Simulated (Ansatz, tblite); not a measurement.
Spin states of the cluster Al3H2 (the lowest doublet isomer of a short search), each relaxed with B3LYP-D4/def2-TZVP in Ansatz. Electronic energies in the gas phase.

The xTB rows come from tblite. LC-ωPBE has ω = 0.4 bohr⁻¹. B3LYP takes the VWN-RPA correlation. Correlated methods freeze 15 core orbitals. In CCSD on the charge 0 doublet the largest single amplitude is 0.23, so its Hartree–Fock determinant may place the open shell otherwise than the density functionals do. The structure comes from a short search, and lower isomers may exist.

Doublet geometry (C2v within 0.1 Å):

```xyz
5

Al    0.796    1.684    0.951
Al   -1.255    0.332    0.490
Al    1.266   -0.316   -0.472
H     1.940   -1.453   -1.381
H    -2.748   -0.246    0.412
```

Quartet geometry (C2v within 0.1 Å):

```xyz
5

Al    0.877   -0.324   -1.987
Al   -1.201   -0.234   -0.197
Al    0.988    0.314    0.679
H     2.102    0.731    1.727
H    -2.766   -0.487   -0.222
```

⟨S²⟩: doublet 0.76 at PBE0-D4/def2-TZVP (pure 0.75), quartet 3.76 at PBE0-D4/def2-TZVP (pure 3.75).

Run but left out: HF/6-31G (doublet: a determinant that CCSD turns far, T1 0.071); HF/def2-TZVP, HF/def2-TZVPP, MP2/def2-TZVP, MP2/def2-TZVPP (doublet: ⟨S²⟩ 1.14, where a pure state has 0.75).

Only these spin states were relaxed.

Estimate which spin state lies lowest at each of these levels, and by how much: GFN1-xTB; LDA (SPW92)/def2-TZVP; PBE-D4/def2-TZVP; revPBE-D4/def2-TZVP; r2SCAN-D4/def2-TZVP; r2SCANh-D4/def2-TZVP; B3LYP-D4/6-31G; PBE0-D4/def2-TZVP; LC-ωPBE/def2-TZVP; ωB97M-V/def2-TZVP; RPA@PBE/def2-TZVP; CCSD/def2-TZVPP.


```csv
level,quartet − doublet (kJ/mol),lowest of these,remarks
GFN1-xTB,370.4,doublet,–
LDA (SPW92)/def2-TZVP,79.3,doublet,–
PBE-D4/def2-TZVP,68.3,doublet,–
revPBE-D4/def2-TZVP,65.4,doublet,–
r2SCAN-D4/def2-TZVP,57.5,doublet,–
r2SCANh-D4/def2-TZVP,54.9,doublet,–
B3LYP-D4/6-31G,79.2,doublet,–
PBE0-D4/def2-TZVP,60.8,doublet,–
LC-ωPBE/def2-TZVP,43.0,doublet,–
ωB97M-V/def2-TZVP,84.1,doublet,–
RPA@PBE/def2-TZVP,73.9,doublet,–
CCSD/def2-TZVPP,61.5,doublet,"large T1 (0.071) (doublet), spin-contaminated (⟨S²⟩ 1.14) (doublet)"
```

Change of the quartet − doublet gap on mixing in exact exchange, in kJ/mol: PBE to PBE0 (25 % exact exchange) -7.5; r2SCAN to r2SCANh (10 % exact exchange) -2.6. The xTB methods have no term that favours high spin, so they put low spin too low.
